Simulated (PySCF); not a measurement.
Simulated P 2p region for `c1pcpcp1`, binding energy against the vacuum level.

Every computed line was given a Gaussian of 0.5 eV full width at half maximum and an area set by the number of equivalent atoms (split 2:1 within a doublet); the highest printed point is 100. The calculation used delta-SCF UKS SCAN, pcX-2 on the ionised atom, pcseg-1 elsewhere, spin-free X2C in PySCF 2.14.0.

binding energy (eV), intensity and a bar:
```
    135.7          1 
    135.8          2 #
    135.9          7 ##
    136.0         19 ######
    136.1         40 ############
    136.2         68 ####################
    136.3         92 ############################
    136.4        100 ##############################
    136.5         87 ##########################
    136.6         61 ##################
    136.7         35 ##########
    136.8         19 ######
    136.9         15 #####
    137.0         22 #######
    137.1         35 ###########
    137.2         47 ##############
    137.3         50 ###############
    137.4         43 #############
    137.5         29 #########
    137.6         16 #####
    137.7          7 ##
    137.8          3 #
    137.9          1 
    138.0          0
```

Task: How many maxima does the curve show, and how many computed lines lie under it?

Result: The curve has 2 maxima (at 136.4 and 137.3 eV). Under it lie 2 lines from 1 inequivalent phosphorus site, drawn as a 2p3/2, 2p1/2 pair.

Task: Decompose the envelope and assign each component. Numbering: `[cH:1]1[p:2][cH:3][p:4][cH:5][p:6]1`.

Result: 
```
position (eV)  relative area     line     atoms               environment
       136.39           2.00  P 2p3/2  P2/P4/P6  phosphorus bonded to 2 C
       137.28           1.00  P 2p1/2  P2/P4/P6  phosphorus bonded to 2 C
```

The curve has no shake-up lines and no vibrational structure. Atoms equivalent by their bonding share one computed value, that of the first of them. Spin–orbit and ligand-field terms were added within each 2p shell after the spin-free SCF. 2p1/2 minus 2p3/2 (ligand field included): P 0.90 eV. Isolated species at its GFN2-xTB geometry, gas phase.
